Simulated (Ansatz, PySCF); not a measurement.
Species: C3H3, charge 0, doublet. C3H3 (SMILES [C]1=CC1, doublet).
B3LYP-D3(BJ)/def2-TZVP minimum from Ansatz (an electronic-structure program):
```
C
H 1 1.0867
H 1 1.0867 2 115.09
C 1 1.4848 2 120.37 3 157.15
C 4 1.2720 1 70.95 2 102.03
H 5 1.0711 4 160.90 1 -180.00
```
Charge 0, spin multiplicity 2.

Quantity: enthalpy of formation at 298 K (by atomisation, with ideal-gas terms from PySCF's Hessian at B3LYP-D3(BJ)/def2-TZVP and the atoms' measured values of the G2/97 table; no spin-orbit terms), in kcal/mol. Radicals and triplets start from unrestricted determinants; spin-orbit coupling is neglected. Cores are frozen in correlated methods. Rows without X2C or -DK are non-relativistic. CBS(X,Y): correlation extrapolated as X^-3, Hartree-Fock from the larger set. A bracket is a step between two methods taken in the basis named. '+ core + X2C': CCSD(T) terms for core correlation (cc-pwCVTZ) and scalar relativity (cc-pVTZ-DK). Where a partner has so few electrons that a lower coupled-cluster level is exact, that level stands in. The UHF reference of C3H3 ([C]1=CC1, doublet) is spin-contaminated (<S^2> up to 0.14 over the pure value in the sets run).

| level | program | enthalpy of formation at 298 K (kcal/mol) | difference against the last row |
|---|---|---|---|
| HF/aug-cc-pVTZ | Ansatz | 288.2 | 164.0 |
| MP2/cc-pVDZ | Ansatz | 164.8 | 40.6 |
| CCSD/cc-pVQZ | Ansatz | 145.8 | 21.6 |
| CCSD(T)/cc-pVDZ | Ansatz | 173.8 | 49.6 |
| CCSDT(Q)/aug-cc-pVDZ | Ansatz | 170.7 | 46.5 |
| CCSD(T)/CBS(aug-cc-pVTZ,aug-cc-pVQZ) + [CCSDT(Q) - CCSD(T)]/aug-cc-pVDZ + core + X2C | Ansatz | 124.2 | 0.0 |
